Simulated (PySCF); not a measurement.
**S2 and its ions**

PBE0; PySCF, no relativity, basis sets S aug-pcseg-1. Neutral (UKS): triplet (π ↑↑), Re = 1.909 Å, ωe = 740 cm⁻¹, De = 4.35 eV, HOMO -7.22 eV, LUMO -3.76 eV.

S₂⁻ (UKS): doublet (π ↑), Re = 2.021 Å, ωe = 594 cm⁻¹, De = 3.94 eV to S + S⁻. The energies at the minima are -796.05620 hartree for S2 and -796.11871 for S₂⁻.

Task: Work out the adiabatic electron affinity, without and with harmonic zero-point energies (1 hartree = 27.2114 eV, 1 eV = 8065.5 cm⁻¹), and the change of the bond length.

Result: At PBE0: 0.06251 hartree = 1.701 eV between the minima; the zero-point term (740.0 − 594.0)/2 cm⁻¹ = +0.009 eV makes it 1.710 eV. Re changes by +11.2 pm against the neutral. The electron enters a π orbital, and the longer bond of the ion fits an antibonding orbital, or a change in how ionic the bond is.

The highest Kohn–Sham level is positive in this anion. Much of that is self-interaction error, but it also means that the finite basis helps to hold the extra electron. States were picked by a PBE0 search and need not be the measured ground states.
